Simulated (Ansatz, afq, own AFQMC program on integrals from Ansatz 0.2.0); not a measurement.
Where AFQMC and coupled cluster stand for C, triplet

A free C atom.

Basis cc-pVTZ. Noble-gas cores (and the filled d shells of Ga–Kr and In–Xe) are frozen. Ansatz 0.2.0 and our own AFQMC program on the same integrals; the CISD trial comes from CCSD amplitudes, and released means the phaseless constraint is let go. Uncertainties: one standard error, sampling alone.

Determinant: UHF, the one that the program's search chose, which needn't be the lowest solution.

Full CI on the same integrals is exact in this basis and with this determinant's frozen core.

Cautions: the ph-AFQMC/HF walk drifts between its halves (2.6 errors).

```
T1 diagnostic                               : 0.0084
weight of the determinant in the CISD state : 0.950
⟨S²⟩ of the determinant                     : 2.009
size of the correlated space                : 4 electrons in 29 orbitals
```

Reference: full CI, correlation energy -2.441 eV. The released energy is read at 1.50 1/Eh (meV from the phaseless value at times in 1/Eh: -2.3 ± 0.9 at 0.24, -5.1 ± 0.9 at 0.50, -5.3 ± 1.5 at 1.00, -5.3 ± 0.7 at 1.50).

| level | E − E(reference) (meV) | share of correlation (%) |
| --- | --- | --- |
| HF | 2440.8 | 0.00 |
| MP2 | 619.9 | 74.60 |
| CCSD | 69.1 | 97.17 |
| CCSD(T) | 13.7 | 99.44 |
| CCSDT | 1.1 | 99.95 |
| CCSDT(Q) | 0.2 | 99.99 |
| ph-AFQMC/HF | 120.8 ± 9.7 | 95.05 |
| ph-AFQMC/CISD | 6.5 ± 0.8 | 99.73 |
| released AFQMC | 1.2 ± 0.7 | 99.95 |

CCSDT and higher add their correlation energy to the determinant of the CCSD(T) run, since their own runs factorise the integrals more tightly (a shift of under 2 meV). A walk keeps the symmetry of its determinant, which the program's search chose and which needn't be the lowest solution, so a lower state of the same spin and another symmetry isn't excluded. Released energies are given only where the last usable release times agree within the noise; a slower fall can still hide under it.
